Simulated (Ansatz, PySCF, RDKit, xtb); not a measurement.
**CH2AlN−: from the formula to a structure**

Given the formula CH2AlN− (charge -1, odd number of electrons) and nothing else, which arrangement of the atoms is the most stable in the gas at 298.15 K, and what are its properties?

Plan: many cheap relaxations first (GFN2-xTB), then density-functional screening, relaxation at PBE-D3(BJ)/def2-SVPD, vibrations and a final energy. The numbers are computed, not measured.

6 further runs of the same task are left out: 6 set aside as unsound or not needed.

### Step 1. Candidates

All bonding patterns within simple valence rules are listed by program: one Lewis structure each, at most two rings and one unusual centre or charged pair. O–O, O–halogen and N–halogen bonds and N–N–N chains are not drawn. That gives 10 candidates.

```csv
label,SMILES,spin
c048,[C]1=[N][AlH2-]1,doublet
c121,[CH2]1[N-][Al]1,doublet
c314,[NH-][CH][Al],doublet
c376,[CH]1[N-][AlH]1,doublet
c485,[CH-]1[NH][Al]1,doublet
c666,N=[C-][AlH],doublet
c847,[N-]=[CH][AlH],doublet
c877,[N-]=[C][AlH2],doublet
c952,[CH2][N-][Al],doublet
c976,[CH-]=[N][AlH],doublet
```

Candidates are built by distance geometry, with a force field where one applies, in up to four conformers (letters a to d). 10 starts with atoms placed at random are added, to find patterns that the rules miss.

Q: Predict the outcome of this search (final energies at CCSD(T)/def2-SVPD + MP2/def2-TZVPPD - MP2/def2-SVPD).

| quantity | value |
| --- | --- |
| lowest structure found | [N-]=[C][AlH2], doublet, Cs |
| next finalist | [C][N][AlH2] ‡, doublet, 2.2 kcal/mol higher in G |
| share at equilibrium, among the finalists | 97.7 % |
| harmonic wavenumbers, lowest and highest (PBE-D3(BJ)/def2-SVPD) | 225 and 2142 cm⁻¹ |
| rotational constants, same geometry | 3.571, 0.1544, 0.1504 cm⁻¹ |
| HOMO energy (highest over α and β) (PBE0/def2-TZVPD) | 0.02 eV |
| LUMO energy (lowest over α and β) (PBE0/def2-TZVPD) | 2.94 eV |
| lowest excitation (TD-B3LYP/def2-SVPD) | 2.64 eV (f = 0.068) |
| strongest of the states computed, same level | 4.21 eV (f = 0.120) |
| vertical detachment energy | 1.92 eV |
| vertical quartet less doublet | +5.85 eV |

The search ends on `[N-]=[C][AlH2]`. The margin, 2.2 kcal/mol, is modest. PBE-D3(BJ)/def2-SVPD and MP2/def2-SVPD already put its bonding pattern lowest among the structures in one piece; GFN2-xTB, HF/STO-3G, r2SCAN-D4/def2-SVPD and HF/def2-SVPD favour the doublet [C][N][AlH2] ‡. In an anion, excitations above the detachment energy lie in the continuum and hang on the basis, so they needn't be bound states. The stability test raises a flag; for an open shell a flag towards a general spinor solution can be the free rotation of the spin. The search is not exhaustive (a finite list of starts, one conformer a finalist), so a lower isomer can't be ruled out.

‡ marks the bonded skeleton alone, with all bonds drawn single: no Lewis structure was assigned that passes a check against the bond lengths.
